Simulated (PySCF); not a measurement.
Bonds broken one at a time in the series Ga F-OH. Gas-phase values, no solvent. One relaxed conformer stands for each flexible species; it need not be the lowest. Strings in code marks are SMILES.

The dipole moment from two functionals at the same geometries (B3LYP-D3(BJ)/def2-TZVP), both in PySCF: PBE-D3(BJ)/def2-TZVP and TPSSh-D3(BJ)/def2-TZVP. 

```json
[
 {"species": "whole molecule (`[F][Ga]([F])[F]`)", "PBE-D3(BJ)/def2-TZVP (D)": "0.00", "TPSSh-D3(BJ)/def2-TZVP (D)": "0.00"},
 {"species": "radical fragment (`[F][Ga][F]`)", "PBE-D3(BJ)/def2-TZVP (D)": "2.22", "TPSSh-D3(BJ)/def2-TZVP (D)": "2.37"},
 {"species": "radical fragment (`[OH]`)", "PBE-D3(BJ)/def2-TZVP (D)": "1.73", "TPSSh-D3(BJ)/def2-TZVP (D)": "1.74"}
]
```

Over these rows, drawn at random from the members with no instability flagged (it was tested for open shells, ions and some series alone), PBE minus TPSSh-D3(BJ): mean -0.05 D, from -0.14 D to 0.00 D.
